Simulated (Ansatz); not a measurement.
Ansatz (a quantum-chemistry and plane-wave program) input (PBE/aug-cc-pV(T+d)Z): A basis named .json is the Basis Set Exchange file of that set (core-valence sets with the plain set on hydrogen).

Ansatz 0.2 input:
```yaml
crystal:
  periodic: [false, false, false]
  atoms:
    - {symbol: B, position_ang: [0.00000000, -0.00000000, -0.00000000]}
    - {symbol: Cl, position_ang: [0.00508444, 1.74500655, -0.02473757]}
    - {symbol: Cl, position_ang: [1.50850421, -0.87734968, -0.01892724]}
    - {symbol: Cl, position_ang: [-1.51358865, -0.86765687, 0.04366481]}
basis:
  gaussian:
    orbitals: aug-cc-pV_T+d_Z.json
hamiltonian:
  xc: {name: PBE}
accuracy: high
magnetization: {spin_polarized: false}
```

Output:

```
Functional definition: PBE
integrals: 0.95 GiB planned
3038 factors; integrals over basis functions are off by at most 3.6e-9 eV
mean field: 1.41 GiB planned
mean field evaluation 1: about -38231.1576 eV, gradient 2.8e1 eV
mean field evaluation 2: about -38226.7918 eV, gradient 5.1e1 eV
mean field evaluation 4: about -38233.1694 eV, gradient 1.2e0 eV
mean field evaluation 8: about -38233.1684 eV, gradient 1.4e-2 eV
mean field evaluation 16: about -38233.1684 eV, gradient 1.2e-6 eV
mean field -38233.16840496 eV, -1405.0430235098 hartree, gradient 3.3e-8 eV, S^2 0.000000; 0 other end points of the search recorded, 0 dependent functions left out
reference -38233.16840995 eV, -1405.0430236934 hartree; 28, 28 occupied and 183, 183 virtual orbitals, 3038 factors
Total energy: -38233.16840995 eV, -1405.0430236934 hartree
```
